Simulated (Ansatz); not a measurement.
triplet B₂: levels of theory in one basis

```yaml
atoms:
  - { symbol: B, position_ang: [0.0000, 0.0000, 0.0000] }
  - { symbol: B, position_ang: [0.0000, 0.0000, 2.2400] }
```

Basis set: def2-SVP (spherical functions). Frozen core: 2 orbitals. Correlation on ROHF uses semicanonical orbitals with singles. Charge 0, multiplicity 3.

Computed with Ansatz (development build ahead of 0.2.0); each method stands on the lowest determinant of its kind that the runs found.

```tsv
method	E − E(ROHF) (eV)	<S²> of the determinant
ROHF	0.00	2.00
UHF	-0.29	2.32
UHF-MP2	-2.48	2.32
```

Q: What does ROHF-MP2 give on the same scale?

A: -2.69 eV.

Q: Is a single determinant a sound starting point here?

A: Only with care. Unrestricted orbitals gain 0.29 eV and <S²> is 2.32 against 2.00 for a pure state, a contamination that matters most for the unrestricted series.

Caution for UHF, UHF-MP2: the unrestricted determinant is spin contaminated. Caution for ROHF-MP2, UHF-MP2: bonds are stretched, where a single reference can fail.
